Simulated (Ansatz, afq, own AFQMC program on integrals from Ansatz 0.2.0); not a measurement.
CHAl, triplet: AFQMC among the cluster methods

```xyz
3

Al    0.0000    0.0000    0.2464
C     0.0000    0.0000   -2.0936
H     0.0000    0.0000    1.8473
```

Connectivity, by distances: AlH–C.

Basis 6-31G. Only valence electrons are correlated. Ansatz 0.2.0 and our own AFQMC program on the same integrals; the CISD trial comes from CCSD amplitudes, and released means the phaseless constraint is let go. Uncertainties: one standard error, sampling alone.

Determinant: UHF, the one that the program's search chose, which needn't be the lowest solution. The geometry is a point of a scan.

Full CI on the same integrals is exact in this basis and with this determinant's frozen core.

Cautions: lower spins were not checked; strong correlation (T1 0.087, weight of the determinant 0.77, largest double 0.11); unrestricted determinant spin contaminated (⟨S²⟩ 2.26 against 2.00); the released energies are still falling, so no released level is given (meV from the phaseless value at times in 1/Eh: -2 ± 4 at 0.24, -13 ± 4 at 0.51, -20 ± 5 at 0.99, -28 ± 3 at 1.62, -38 ± 4 at 2.40).

* T1 diagnostic: 0.0867
* weight of the determinant in the CISD state: 0.775
* ⟨S²⟩ of the determinant: 2.262
* size of the correlated space: 8 electrons in 18 orbitals

| level | correlation energy (eV) |
| --- | --- |
| MP2 | -1.8496 |
| CCSD | -2.8576 |
| CCSD(T) | -2.9974 |

**Question.** Estimate where full CI lies against CCSD(T) on the same integrals.

**Answer.** 8.3 kJ/mol below CCSD(T).

Reference: full CI, correlation energy -3.084 eV. The cautions show a poor starting determinant, so the rows tell how each method copes with it here, and full CI is the sure value.

| level | E − E(reference) (kJ/mol) | share of correlation (%) |
| --- | --- | --- |
| CCSD(T) | 8.3 | 97.20 |
| CCSDT | 1.2 | 99.61 |
| CCSDT(Q) | -0.9 | 100.30 |
| CCSDTQ | 0.1 | 99.98 |
| ph-AFQMC/CISD | 5.2 ± 0.4 | 98.24 |

CCSDT and higher add their correlation energy to the determinant of the CCSD(T) run, since their own runs factorise the integrals more tightly (a shift of under 2 meV). A walk keeps the symmetry of its determinant, which the program's search chose and which needn't be the lowest solution, so a lower state of the same spin and another symmetry isn't excluded.
